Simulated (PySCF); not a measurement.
# Working out the ionisation energy of Ar

Ar [Ar] (1S) → Ar+ [Ne] 3s2 3p5 (2P). Calculation: PySCF 2.14, in 6-31G*; no relativity, point nucleus. Frozen: [Ne]. Energies in hartree (1 hartree = 27.21139 eV):

```tsv
part	Ar (lower)	Ar+ (upper)
UHF	-526.772151	-526.233445
CCSD correlation	-0.147195	-0.126767
(T)	-0.001543	-0.001241
```

**Question.** What does Hartree-Fock give?

**Answer.** (-526.233445) − (-526.772151) = 0.538706 hartree = 14.659 eV.

**Question.** What do CCSD and CCSD(T) give?

**Answer.** The CCSD correlation energies differ by 0.020428 hartree = 0.556 eV and the triples by 0.000302 hartree = 0.008 eV, so CCSD gives 15.215 eV and CCSD(T) 15.223 eV.

Measured between the centres of the two terms (NIST): 15.819 eV, so CCSD(T) (valence) is off by -0.596 eV.

What remains against the reference includes basis incompleteness, the frozen core and higher excitations.
